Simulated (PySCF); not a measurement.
Rows and methods have been separated. Pair them.

Species: formyl fluoride, CHFO.
SMILES with atom numbers: `[O:1]=[CH:2][F:3]` (hydrogens: H4 on C2)

Geometry (PBE0-D3(BJ)/def2-SVP, Å), atoms numbered from 1 in this order:
```xyz
4
CHFO angstrom
O     -0.889   -0.851   -0.002
C     -0.077    0.001   -0.005
F      1.230   -0.239   -0.011
H     -0.253    1.095   -0.004
```

The closed-shell ground state was solved 4 times with PySCF (density fitting, gas phase), always in the def2-SVPD basis (74 functions), with these functionals: BHandHLYP, LC-wPBE, PBE0 and wB97X-D.

```csv
row,total energy (Eh),HOMO (eV),LUMO (eV),dipole (D)
P,-213.5003,-12.47,1.52,2.16
Q,-213.5563,-11.59,0.89,2.16
R,-213.4032,-9.64,-1.08,2.11
S,-213.5199,-11.35,0.16,2.26
```

Which functional belongs to which row?

P = LC-wPBE, Q = wB97X-D, R = PBE0, S = BHandHLYP. By rising HOMO–LUMO gap: PBE0 (global hybrid, 25 % exact exchange) 8.56 eV; BHandHLYP (global hybrid, 50 % exact exchange) 11.51 eV; wB97X-D (range-separated hybrid) 12.48 eV; LC-wPBE (range-separated hybrid) 13.99 eV. Total energies of different functionals aren't bounds to one another; each is stationary for its own functional.

The pairwise dispersion term of wB97X-D wasn't added to the energies; at a given geometry it leaves orbitals and properties as they are.
